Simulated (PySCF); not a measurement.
# Energy of C- (carbon, charge -1) between two integer charges

The 2p alpha orbital of [He] 2s2 2p3 is emptied in steps (occupation f), with all orbitals relaxed, ending at [He] 2s2 2p2. All numbers are calculated (PySCF 2.14, the non-relativistic Hamiltonian (point nucleus), in aug-cc-pVTZ (5s4p3d2f, 46 functions)). The exact energy is a straight line in f; departures are measured from the line between the end points of the same method.

Q: Among LDA, PBE, PBE0, r2SCAN, BHandHLYP, TPSS, r2SCAN0, which shows the largest delocalisation error (convex curve), and which is closest to linear?

A: Most convex: LDA (-0.994 eV at f = 0.5); closest to linear: BHandHLYP (-0.313 eV).

| f | LDA (eV) | PBE (eV) | PBE0 (eV) | r2SCAN (eV) | BHandHLYP (eV) | TPSS (eV) | r2SCAN0 (eV) |
| --- | --- | --- | --- | --- | --- | --- | --- |
| 1 | 0.000 | 0.000 | 0.000 | 0.000 | 0.000 | 0.000 | 0.000 |
| 0.75 | -0.713 | -0.687 | -0.456 | -0.624 | -0.220 | -0.665 | -0.406 |
| 0.5 | -0.994 | -0.952 | -0.629 | -0.851 | -0.313 | -0.917 | -0.554 |
| 0.25 | -0.774 | -0.736 | -0.484 | -0.651 | -0.246 | -0.707 | -0.424 |
| 0 | 0.000 | 0.000 | 0.000 | 0.000 | 0.000 | 0.000 | 0.000 |

```csv
method,E(f=0) − E(f=1) (eV),−ε at f=1 (eV),−ε at f=0.5 (eV)
LDA,1.800,-1.825,1.636
PBE,1.578,-1.935,1.448
PBE0,1.412,-0.922,1.336
r2SCAN,1.490,-1.733,1.422
BHandHLYP,1.027,-0.042,0.960
TPSS,1.442,-1.963,1.327
r2SCAN0,1.369,-0.733,1.325
```

At f = 1 the orbital energy is positive for LDA, PBE, PBE0, r2SCAN, BHandHLYP, TPSS, r2SCAN0: only the finite basis holds the electron.

Reference removal energy between the ground levels: 1.262 eV (measured; photodetachment measurements, as compiled on the Wikipedia data page of electron affinities). The calculation has no spin-orbit coupling.
